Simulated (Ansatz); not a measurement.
We consider zinc-blende HgSe, described by PBE (Ansatz, an electronic-structure program, plane waves, PAW).

Settings: plane-wave cutoff 520 eV, 20×20×20 k mesh, Fermi–Dirac smearing 0.05 eV, perturbation theory, scalar-relativistic PAW data made under PBE.

Computed at the level's own relaxed cell.

```xyz
2
Lattice="0.0000 3.1300 3.1300 3.1300 0.0000 3.1300 3.1300 3.1300 0.0000" Properties=species:S:1:pos:R:3 pbc="T T T"
Hg     0.0000     0.0000     0.0000
Se     4.6950     4.6950     4.6950
```

Harmonic phonon frequencies (cm⁻¹; i marks an imaginary mode; at Γ without the LO shift):

| q point | frequencies |
|---|---|
| Γ | 0 0 0 110 110 110 |
| X | 18 18 91 152 152 153 |
| L | [?] |

**Question.** Some entries are withheld; supply them.

**Answer.** 
- L, frequencies: 22 22 82 132 132 163

No imaginary mode appears at these points.

Note: the solid has no gap at this level, which affects its response.
